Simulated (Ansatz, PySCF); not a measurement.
Species, as SMILES: C(=O)=C.
Geometry (B3LYP-D3(BJ)/def2-TZVP, fixed):
```xyz
5

C      0.0091     0.0017    -1.2056
C     -0.0008    -0.0001     0.1027
H      0.0282     0.9401    -1.7377
H     -0.0018    -0.9351    -1.7406
O     -0.0096    -0.0018     1.2620
```
Charge 0, spin multiplicity 1.

Near-linear dependence at HF/aug-pcseg-2 with PySCF (spherical functions, density fitting): canonical orthogonalisation drops combinations whose overlap eigenvalue lies under the threshold. The set has 184 functions.

```tsv
threshold	orbitals kept	energy minus last row (mEh)
1e-3	___	___
1e-4	___	___
1e-5	___	___
1e-6	184	0.000
1e-7	184	0.000
1e-9	184	0.000
```

Question: Some entries are withheld; supply them.

Answer: 
- 1e-3, orbitals kept: 169
- 1e-3, energy minus last row (mEh): 0.493
- 1e-4, orbitals kept: 179
- 1e-4, energy minus last row (mEh): 0.144
- 1e-5, orbitals kept: 183
- 1e-5, energy minus last row (mEh): 0.064

The smallest overlap eigenvalue is 4.2e-06. Ansatz (a first-principles code) at its default drops 0 functions.
